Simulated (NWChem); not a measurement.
System: C cation, doublet

NWChem input:

```
start job
memory heap 200 mb stack 900 mb global 1100 mb
charge 1
geometry units angstroms noautoz
  C      0.000000     0.000000     0.000000
end
basis spherical
  C library def2-tzvp
end
dft
  odft
  mult 2
  xc slater vwn_5
  iterations 150
  mulliken
end
task dft energy
```

Output (shortened):

```
             Northwest Computational Chemistry Package (NWChem) 7.3.0
             --------------------------------------------------------

                             Geometry "geometry" -> ""
                             -------------------------

 Output coordinates in angstroms (scale by  1.889725989 to convert to a.u.)

  No.       Tag          Charge          X              Y              Z
 ---- ---------------- ---------- -------------- -------------- --------------
    1 C                    6.0000     0.00000000     0.00000000     0.00000000

 Effective nuclear repulsion energy (a.u.)       0.0000000000

                                 NWChem DFT Module
                                 -----------------

 Summary of "ao basis" -> "ao basis" (spherical)
 ------------------------------------------------------------------------------
       Tag                 Description            Shells   Functions and Types
 ---------------- ------------------------------  ------  ---------------------
 C                         def2-tzvp                11       31   5s3p2d1f

            General Information
            -------------------
          SCF calculation type: DFT
          Wavefunction type:  spin polarized.
          No. of atoms     :     1
          No. of electrons :     5
           Alpha electrons :     3
            Beta electrons :     2
          Charge           :     1
          Spin multiplicity:     2
          Use of symmetry is: off; symmetry adaption is: off
          Maximum number of iterations: 150
          AO basis - number of functions:    31
                     number of shells:    11
          Convergence on energy requested:  1.00D-06
          Convergence on density requested:  1.00D-05
          Convergence on gradient requested:  5.00D-04

              XC Information
              --------------
                        Slater Exchange Functional  1.000 local
                      VWN V Correlation Functional  1.000 local

             Grid Information
             ----------------
          Grid used for XC integration:  medium
          Radial quadrature: Mura-Knowles
          Angular quadrature: Lebedev.
          Tag              B.-S. Rad. Rad. Pts. Rad. Cut. Ang. Pts.
          ---              ---------- --------- --------- ---------
          C                   0.70       49           5.0       434
          Grid pruning is: on
          Number of quadrature shells:    49
          Spatial weights used:  Erf1

      Superposition of Atomic Density Guess
      -------------------------------------

 Sum of atomic energies:         -37.67132820

 Renormalizing density from       6.00 to      5

      Non-variational initial energy
      ------------------------------

 Total energy =     -32.916406
 1-e energy   =     -42.019556
 2-e energy   =       9.103150
 HOMO         =      -0.638533
 LUMO         =      -0.638533

     ---------------------------------------------
      Total Density - Mulliken Population Analysis
     ---------------------------------------------

    Atom       Charge   Shell Charges
 -----------   ------   -------------------------------------------------------
    1 C    6     5.00   0.89  1.09  1.01  0.86  0.15  0.51  0.39  0.10  0.00  0.00  0.00

     --------------------------------------------
      Spin Density - Mulliken Population Analysis
     --------------------------------------------

    Atom       Charge   Shell Charges
 -----------   ------   -------------------------------------------------------
    1 C    6     1.00   0.00  0.00  0.00  0.00  0.00  0.51  0.39  0.10 -0.00  0.00  0.00

   convergence    iter        energy       DeltaE   RMS-Dens  Diis-err
 ---------------- ----- ----------------- --------- --------- ---------
 d= 0,ls=0.0,diis     1    -37.0221462031 -3.70D+01  5.79D-03  2.62D-01
                                                     6.28D-03  2.39D-01
 d= 0,ls=0.5,diis     2    -37.0375444573 -1.54D-02  8.11D-04  4.46D-03
                                                     5.65D-04  3.82D-03
 d= 0,ls=0.5,diis     3    -37.0380594882 -5.15D-04  1.52D-04  3.82D-05
                                                     7.29D-05  4.43D-06
 d= 0,ls=0.5,diis     4    -37.0380795760 -2.01D-05  6.61D-05  4.42D-06
                                                     4.04D-05  3.34D-07
 d= 0,ls=0.5,diis     5    -37.0380822899 -2.71D-06  3.01D-05  9.26D-07
                                                     1.21D-05  3.03D-08
 d= 0,ls=0.5,diis     6    -37.0380828536 -5.64D-07  1.34D-05  1.85D-07
                                                     3.14D-06  3.34D-09
 d= 0,ls=0.5,diis     7    -37.0380829663 -1.13D-07  5.94D-06  3.86D-08
                                                     7.19D-07  9.16D-10

         Total DFT energy =      -37.038082989635
      One electron energy =      -47.546361031644
           Coulomb energy =       14.963106527371
    Exchange-Corr. energy =       -4.454828485362
 Nuclear repulsion energy =        0.000000000000

 Numeric. integr. density =        4.999999969124

                    DFT Final Alpha Molecular Orbital Analysis
                    ------------------------------------------

 Vector    1  Occ=1.000000D+00  E=-1.049825D+01
              MO Center= -2.4D-17, -1.6D-17, -3.1D-17, r^2= 2.8D-02
   Bfn.  Coefficient  Atom+Function         Bfn.  Coefficient  Atom+Function
  ----- ------------  ---------------      ----- ------------  ---------------
     2      0.614269  1 C  s                  1      0.459962  1 C  s
     3      0.038820  1 C  s

 Vector    2  Occ=1.000000D+00  E=-9.590605D-01
              MO Center= -1.0D-15,  1.5D-15,  1.0D-15, r^2= 7.1D-01
   Bfn.  Coefficient  Atom+Function         Bfn.  Coefficient  Atom+Function
  ----- ------------  ---------------      ----- ------------  ---------------
     4      0.541990  1 C  s                  3      0.510655  1 C  s
     2     -0.269829  1 C  s                  1     -0.124132  1 C  s
     5      0.071224  1 C  s

 Vector    3  Occ=1.000000D+00  E=-6.540790D-01
              MO Center= -4.1D-16, -2.4D-17,  2.8D-16, r^2= 7.7D-01
   Bfn.  Coefficient  Atom+Function         Bfn.  Coefficient  Atom+Function
  ----- ------------  ---------------      ----- ------------  ---------------
     7      0.565408  1 C  py                10      0.443989  1 C  py
    13      0.121221  1 C  py                 8     -0.113150  1 C  pz
    11     -0.088852  1 C  pz                 6      0.033991  1 C  px
     9      0.026691  1 C  px

 Vector    4  Occ=0.000000D+00  E=-6.450209D-01
              MO Center= -8.7D-16, -8.8D-16, -1.1D-16, r^2= 7.8D-01
   Bfn.  Coefficient  Atom+Function         Bfn.  Coefficient  Atom+Function
  ----- ------------  ---------------      ----- ------------  ---------------
     8      0.559290  1 C  pz                11      0.450684  1 C  pz
    14      0.123032  1 C  pz                 7      0.111950  1 C  py
    10      0.090211  1 C  py

 Vector    5  Occ=0.000000D+00  E=-6.450208D-01
              MO Center=  4.4D-16, -1.6D-17, -5.8D-17, r^2= 7.8D-01
   Bfn.  Coefficient  Atom+Function         Bfn.  Coefficient  Atom+Function
  ----- ------------  ---------------      ----- ------------  ---------------
     6      0.569396  1 C  px                 9      0.458827  1 C  px
    12      0.125255  1 C  px                 7     -0.032833  1 C  py
    10     -0.026457  1 C  py

 Vector    6  Occ=0.000000D+00  E=-1.382530D-01
              MO Center= -8.2D-15,  2.2D-15,  2.9D-15, r^2= 3.8D+00
   Bfn.  Coefficient  Atom+Function         Bfn.  Coefficient  Atom+Function
  ----- ------------  ---------------      ----- ------------  ---------------
     5      1.918502  1 C  s                  4     -1.434043  1 C  s
     3     -0.182124  1 C  s                  2      0.128512  1 C  s
     1      0.060243  1 C  s

                     DFT Final Beta Molecular Orbital Analysis
                     -----------------------------------------

 Vector    1  Occ=1.000000D+00  E=-1.047645D+01
              MO Center= -6.7D-18, -1.5D-17, -1.2D-17, r^2= 2.8D-02
   Bfn.  Coefficient  Atom+Function         Bfn.  Coefficient  Atom+Function
  ----- ------------  ---------------      ----- ------------  ---------------
     2      0.614054  1 C  s                  1      0.461060  1 C  s
     3      0.036088  1 C  s

 Vector    2  Occ=1.000000D+00  E=-9.033358D-01
              MO Center=  3.3D-15, -2.9D-15, -1.6D-15, r^2= 7.4D-01
   Bfn.  Coefficient  Atom+Function         Bfn.  Coefficient  Atom+Function
  ----- ------------  ---------------      ----- ------------  ---------------
     4      0.552780  1 C  s                  3      0.481105  1 C  s
     2     -0.262693  1 C  s                  1     -0.121717  1 C  s
     5      0.089142  1 C  s

 Vector    3  Occ=0.000000D+00  E=-6.097954D-01
              MO Center= -1.4D-15, -3.3D-16, -5.8D-16, r^2= 8.1D-01
   Bfn.  Coefficient  Atom+Function         Bfn.  Coefficient  Atom+Function
  ----- ------------  ---------------      ----- ------------  ---------------
     6      0.554361  1 C  px                 9      0.460842  1 C  px
    12      0.143928  1 C  px                 7     -0.033280  1 C  py
    10     -0.027666  1 C  py

 Vector    4  Occ=0.000000D+00  E=-6.097954D-01
              MO Center= -2.7D-16,  1.9D-16,  2.5D-16, r^2= 8.1D-01
   Bfn.  Coefficient  Atom+Function         Bfn.  Coefficient  Atom+Function
  ----- ------------  ---------------      ----- ------------  ---------------
     8      0.544599  1 C  pz                11      0.452727  1 C  pz
    14      0.141393  1 C  pz                 7      0.108608  1 C  py
    10      0.090286  1 C  py                13      0.028198  1 C  py

[...]
```

Level: LDA (Slater exchange, VWN5)/def2-TZVP, spin-unrestricted. The open p shell is one determinant without spherical averaging. No stability test was run on the SCF state.
